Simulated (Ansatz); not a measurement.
# Relaxing iron (bcc)

The calculation used Ansatz, DFT, PBE, plane waves (420 eV) with PAW, scalar-relativistic.

k-point mesh 11×11×11, Fermi-Dirac smearing 0.05 eV, starting moments 2.50, -2.50 μB. Cell and atoms relax.

Starting structure:

```yaml
crystal:
  lattice:
    - [2.8665, 0.0, 0.0]
    - [0.0, 2.8665, 0.0]
    - [0.0, 0.0, 2.8665]
  atoms:
    - { symbol: Fe, position: [0.0, 0.0, 0.0], spin: 2.5 }
    - { symbol: Fe, position: [0.5, 0.5, 0.5], spin: -2.5 }
hamiltonian:
  xc: pbe
  pseudopotentials:
    kind: paw
    azcp:
      Fe: "pseudopotentials/Fe.paw.azcp"
basis:
  ecutwfc: 420
  fft_grid_basis: typed
kpoints:
  mp_grid: { grid: [11, 11, 11], shift: [0, 0, 0] }
magnetization:
  spin_polarized: true
scf:
  occupations: { method: fermi_dirac, width: 0.05 }
relax:
  max_steps: 60
  f_tol: 0.01
  cell: {}
```

What cell does the relaxation end in?

Im-3m (spin ignored) with a = 2.792 Å; 10.88 Å³ per atom against 11.78 at the start (-7.6 %).

How much energy does the relaxation gain?

32.9 meV per atom.

Path of the relaxation (the plane waves are chosen anew near the end, which can shift the energy a little):

```
step  E − E(final) (meV/atom)  V (Å³/atom)  P (GPa)  max force (eV/Å)
   0                    32.92       11.777   -10.33             0.000
   1                    10.45       11.361    -6.57             0.000
   2                     1.04       10.700     3.08             0.000
   3                    -0.50       10.873     0.02             0.000
   4                     0.00       10.873     0.05             0.000
   5                     0.00       10.876     0.00             0.000
   6                     0.00       10.876     0.00             0.000
```

Which magnetic state does it end in?

antiferromagnetic, largest moment 1.20 μB in the atomic sphere; moments 1.20, -1.20 μB.
